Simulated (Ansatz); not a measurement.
# CClSi: the cost of one run

The runs use Ansatz 0.2.0, Gaussian basis; def2-TZVPP, core rule «outside noble gas», up to 11 orbitals frozen.

Plan: UHF; ROHF; CCSD(T) on UHF.

## (1) The system

The geometry is a PBE0/def2-TZVP stationary point (not a proven minimum).

3 atoms, charge 0, spin multiplicity 4.

Atoms are counted from 1 here; the program's logs count them from 0.

Bond lengths: C1–Si2 1.858 Å, Si2–Cl3 2.076 Å. Angles: C1–Si2–Cl3 103.7°.

## (2) UHF

Contents of in.yaml:

```yaml
crystal:
  periodic: [false, false, false]
  atoms:
    - {symbol: C, position_ang: [0.000000, -0.896812, 1.818922]}
    - {symbol: Si, position_ang: [0.000000, 0.607235, 0.728623]}
    - {symbol: Cl, position_ang: [0.000000, -0.177225, -1.193419]}
basis:
  gaussian: {orbitals: def2-TZVPP}
magnetization: {spin_polarized: true, initial_magnetization: 3}
hamiltonian: {xc: hf}
output: {orbitals: {seedname: orbitals}}
```

On the command line:

```sh
$ ansatz run in.yaml --threads 1 --pin off --events-out ev --progress --plain --max-ram 4096MiB --backend cpu
```

**Question.** How long does this run take on 1 thread of AMD EPYC 7R13, shared host, and how much memory does it need?

About 8.5 s, with a peak of 0.33 GiB.
